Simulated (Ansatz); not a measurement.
Born–Oppenheimer molecular dynamics of H2S2 (4 atoms, charge 0, multiplicity 1). It starts from a relaxed structure.

Method: Ansatz 0.2.0, RKS PBE-D4/def2-SVP.

```
ensemble                      : NVE (velocity Verlet)
time step                     : 0.5 fs
steps asked                   : 250
starting velocities drawn for : 500 K
masses                        : H 3.016 u
seed                          : 347673
```

First frame:

```xyz
4
Properties=species:S:1:pos:R:3
S 0.810 -0.826 0.160
S 0.071 1.129 0.065
H -0.215 -1.389 0.874
H -0.610 1.026 -1.119
```

**Question.** What does the run give?

**Answer.** All steps were run.

- steps done: 250
- time covered: 125 fs
- mean temperature over the second half: 249 K
- spread of the potential energy over the second half: 7.5 meV per atom
- mean potential energy of the second half above the start: 16.2 meV per atom

The conserved energy stayed within 0.038 meV per atom of its start (net change 0.022 meV per atom), so the integration is sound. The temperature averaged 0.50 of the 500 K drawn at the start: a run that starts near a minimum puts about half its kinetic energy into the potential. A run of 0.12 ps of so small a system gives no equilibrium averages.

**Question.** What happens to the structure?

**Answer.** The same pairs are bonded in the first frame and the last. Pairs count as bonded within 1.25 times the sum of covalent radii (0.12 Å more for H–H). The details hang on the random start.

**Question.** How do temperature and energy run in time?

**Answer.** 
```json
{"time (fs)": "0.0", "T (K)": "500", "potential energy less start (eV)": "0.000", "conserved less start (meV/atom)": "0.00"}
{"time (fs)": "10.0", "T (K)": "312", "potential energy less start (eV)": "0.049", "conserved less start (meV/atom)": "0.01"}
{"time (fs)": "20.0", "T (K)": "128", "potential energy less start (eV)": "0.096", "conserved less start (meV/atom)": "0.02"}
{"time (fs)": "30.0", "T (K)": "181", "potential energy less start (eV)": "0.083", "conserved less start (meV/atom)": "0.03"}
{"time (fs)": "40.0", "T (K)": "195", "potential energy less start (eV)": "0.079", "conserved less start (meV/atom)": "0.03"}
{"time (fs)": "50.0", "T (K)": "103", "potential energy less start (eV)": "0.103", "conserved less start (meV/atom)": "0.03"}
{"time (fs)": "60.0", "T (K)": "290", "potential energy less start (eV)": "0.054", "conserved less start (meV/atom)": "0.03"}
{"time (fs)": "70.0", "T (K)": "416", "potential energy less start (eV)": "0.022", "conserved less start (meV/atom)": "0.02"}
{"time (fs)": "80.0", "T (K)": "221", "potential energy less start (eV)": "0.072", "conserved less start (meV/atom)": "0.01"}
{"time (fs)": "90.0", "T (K)": "159", "potential energy less start (eV)": "0.088", "conserved less start (meV/atom)": "0.01"}
{"time (fs)": "100.0", "T (K)": "370", "potential energy less start (eV)": "0.034", "conserved less start (meV/atom)": "0.00"}
{"time (fs)": "110.0", "T (K)": "234", "potential energy less start (eV)": "0.069", "conserved less start (meV/atom)": "0.01"}
{"time (fs)": "120.0", "T (K)": "162", "potential energy less start (eV)": "0.087", "conserved less start (meV/atom)": "0.02"}
```

Time of the run: 120 s on 1 thread of Arm Neoverse V1 (shared host), peak memory 0.085 GiB.
